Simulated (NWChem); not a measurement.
System: hydrazine (N2H4); SMILES NN

The following NWChem deck was run.

```
start job
memory heap 200 mb stack 900 mb global 1100 mb
geometry units angstroms noautoz
  N     -0.060284     0.698870     0.062877
  N      0.060284    -0.698870     0.062877
  H      0.839627     1.107434     0.302782
  H     -0.338595     1.082555    -0.841649
  H     -0.839627    -1.107434     0.302782
  H      0.338595    -1.082555    -0.841649
end
basis spherical
  * library 3-21g
end
dft
  xc xpbe96 cpbe96
  iterations 150
end
tddft
  cis
  nroots 6
  notriplet
end
task tddft energy
```

STO-3G and 3-21G are far too small for this property and stand as cheap habits. Geometry: optimised at PBE0/def2-SVP.

Vertical excitations in the gas phase.

### Question
Predict the main results of this run. (PBE/3-21G, TDA.) Quantities: basis functions; lowest excitation, singlet (eV); lowest state with f > 0.02, singlet (eV); orbital gap (eV).

### Answer
```yaml
number_of_basis_functions: 26
lowest excitation, singlet (eV): 6.89
lowest state with f > 0.02, singlet (eV): 6.94
orbital gap (eV): 6.65
```
